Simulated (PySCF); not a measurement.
# Continuum solvent and chemical shifts

Atom-mapped SMILES (the numbers label the heavy atoms): `[CH:1]1=[CH:2][C@@H:3]2[CH2:4][C@H:5]12`; H(Xn) means a hydrogen on atom n. Ha(C4) is cis to C1 on the ring; Hb(C4) is trans to C1 on the ring.

GIAO PBE0/pcSseg-1 in PySCF 2.14 on one PBE0-D3(BJ)/def2-SVP conformer, non-relativistic, equivalent nuclei averaged. Solvents enter as an IEF-PCM continuum (dichloromethane with ε = 8.9, water with ε = 78.4) around the gas-phase geometry. Shifts are referred to TMS computed in the same medium.

Gas phase, δ in ppm: C1/C2 156.0, C4 57.6, C3/C5 18.8, H(C1)/H(C2) 6.60, Ha(C4) 2.08, H(C3)/H(C5) 1.95, Hb(C4) 1.63. Dipole moment 0.45 D.

(1) How does each δ change in the continuum?

(2) Which nuclei move most (in ppm), and what does the model miss?

Results:

(1) 
| atoms | environment | Δδ, dichloromethane | Δδ, water |
| --- | --- | --- | --- |
| C1/C2 | alkene CH | +1.6 | +1.9 |
| C4 | three-membered-ring carbon | +1.4 | +1.7 |
| C3/C5 | three-membered-ring carbon | +0.6 | +0.8 |
| H(C1)/H(C2) | hydrogen on an alkene CH | +0.12 | +0.15 |
| Ha(C4) | hydrogen on a three-membered-ring carbon | +0.06 | +0.07 |
| H(C3)/H(C5) | hydrogen on a three-membered-ring carbon | +0.16 | +0.19 |
| Hb(C4) | hydrogen on a three-membered-ring carbon | +0.14 | +0.17 |

Changes are relative to the gas phase. The dipole moment becomes 0.60 D in dichloromethane, 0.63 D in water.

(2) C1/C2 (alkene CH, +1.9 ppm) in water. A continuum only polarises the solute; specific hydrogen bonds, the anisotropy of aromatic solvents and changes of geometry or conformer are outside it.
